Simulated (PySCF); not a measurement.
**BCl⁺ from Hartree–Fock to correlated methods**

State: ²Σ⁺ (doublet), unpaired electrons σ ↑. Set-up: B 6-31G(d,p), Cl 6-31G(d,p); no relativity (PySCF 2.14). De refers to B⁺ + Cl in their high-spin ground configurations, without counterpoise correction. The functionals are run spin-unrestricted. A positive dipole points towards Cl; it is taken about the centre of mass and depends on that origin.

```json
{"Level": "UHF", "Re (Å)": "1.596", "ωe (cm⁻¹)": "1194", "De (eV)": "2.84", "μ (D)": "-3.49"}
{"Level": "UHF-MP2", "Re (Å)": "1.595", "ωe (cm⁻¹)": "1211", "De (eV)": "3.73", "μ (D)": "n/a"}
{"Level": "UHF-SCS-MP2", "Re (Å)": "1.597", "ωe (cm⁻¹)": "1197", "De (eV)": "3.42", "μ (D)": "n/a"}
{"Level": "UHF-CCSD", "Re (Å)": "1.599", "ωe (cm⁻¹)": "1183", "De (eV)": "3.07", "μ (D)": "n/a"}
{"Level": "UHF-CCSD(T)", "Re (Å)": "1.603", "ωe (cm⁻¹)": "1170", "De (eV)": "3.24", "μ (D)": "n/a"}
{"Level": "PBE", "Re (Å)": "1.614", "ωe (cm⁻¹)": "1124", "De (eV)": "4.34", "μ (D)": "-2.77"}
{"Level": "BP86", "Re (Å)": "1.617", "ωe (cm⁻¹)": "1114", "De (eV)": "4.20", "μ (D)": "-2.81"}
{"Level": "r²SCAN", "Re (Å)": "1.605", "ωe (cm⁻¹)": "1155", "De (eV)": "4.38", "μ (D)": "-2.93"}
{"Level": "B3LYP", "Re (Å)": "1.608", "ωe (cm⁻¹)": "1139", "De (eV)": "3.88", "μ (D)": "-2.94"}
{"Level": "PBE0", "Re (Å)": "1.601", "ωe (cm⁻¹)": "1166", "De (eV)": "4.07", "μ (D)": "-2.94"}
{"Level": "MN15", "Re (Å)": "1.598", "ωe (cm⁻¹)": "1174", "De (eV)": "3.79", "μ (D)": "-3.13"}
{"Level": "ωB97X", "Re (Å)": "1.604", "ωe (cm⁻¹)": "1157", "De (eV)": "3.71", "μ (D)": "-3.09"}
```

**Question.** Which functional lies closest to UHF-CCSD(T) in De, which farthest, and by how much do they differ from it?

**Answer.** Closest is ωB97X (+0.1 pm in Re, -1.1 % in ωe, +0.47 eV in De against UHF-CCSD(T) in the same basis), farthest r²SCAN (+0.2 pm in Re, -1.3 % in ωe, +1.14 eV in De). CCSD(T) converges more slowly with the basis than the functionals do and binds too weakly in this one, so the order can change at the basis-set limit.

**Question.** What does second-order correlation do here, going from UHF to UHF-MP2?

**Answer.** UHF-MP2 less UHF: -0.1 pm in Re, +1.4 % in ωe, +0.89 eV in De. Correlation nearly always deepens the well. The bond length hardly moves.

**Question.** What does the triples do here, going from UHF-CCSD to UHF-CCSD(T)?

**Answer.** UHF-CCSD(T) less UHF-CCSD: +0.4 pm in Re, -1.1 % in ωe, +0.17 eV in De. Correlation nearly always deepens the well. The bond lengthens, as in strong covalent bonds, where excitations into antibonding orbitals dominate.

Correlated steps freeze 6 core orbitals. Correlated levels converge slowly with the basis: in double zeta they bind strong bonds too weakly, by up to about 1 eV, and carry superposition errors of some tenths. For an ion De counts to the pair picked by the measured ionisation energies or electron affinities, which need not be the lowest pair at this level. The state is the lowest determinant that a PBE0 search found; another state may lie lower at other levels.
